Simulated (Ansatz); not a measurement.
**How far a parabola holds: energy against volume of zinc-blende AgI (metastable phase)**

Results of LDA (plane waves, PAW; Ansatz, a first-principles code) for zinc-blende AgI (metastable phase). Run with plane-wave cutoff 520 eV, 10×10×10 k mesh, Fermi–Dirac smearing 0.01 eV, no spin polarisation, scalar-relativistic PAW data made under PBE. The cell has no free parameter but its volume, all volumes share cutoff and mesh, and the runs aren't spin-polarised. Energies are free energies at the run's smearing, counted from the lowest row; static lattice.

```csv
V (Å³/atom),E (meV/atom)
30.662,7.59
31.301,1.91
31.939,0.00
32.578,1.41
33.217,5.75
33.856,?
```

Taking a parabola for E over the 5 complete rows: With u = V - 31.9, the rows have u = -1.2380, -0.5990, 0.0390, 0.6780, 1.3170. Least squares gives E = 0.028 - 0.9775·u + 4.0893·u². Residuals (row less fit): 0.084, -0.171, 0.004, 0.165, -0.083; standard error 0.188 (degrees of freedom: 2). The fitted curve has its minimum at V = 32.0, where E = -0.03. Its curvature is d²E/dV² = 2 × 4.0893 meV/Å⁶, so B = V0·d²E/dV² × 0.1602 = 42.0 GPa.

### Question
What does the fit predict for E at V = 33.856, and how far is the calculated value from it?

### Answer
u = 1.9560, so E = 0.028 - 0.9775 × 1.9560 + 4.0893 × 1.9560² = 13.761 meV/atom. The calculation gives 12.67 meV/atom, 1.091 meV/atom below the prediction (8.6 % of the range of E in the table). The row lies outside the fitted rows, so this is an extrapolation. From the scatter of the fitted rows alone, a prediction at this place has a standard error of 0.444 meV/atom, so the miss is 2.5 times that.

The residuals are curvature that a parabola lacks, not noise. A solid that stiffens under compression and softens on expansion lies above the parabola at the compressed end and under it at the expanded end, as this row does. A third-order Birch-Murnaghan fit to the whole scan has B0 = 41.4 GPa. Only scans are tabulated whose curvature falls smoothly with volume, and where the parabola meets the shown rows within 5 % of their range and misses the end by 0.1 meV or more.

Spin–orbit coupling is not included.
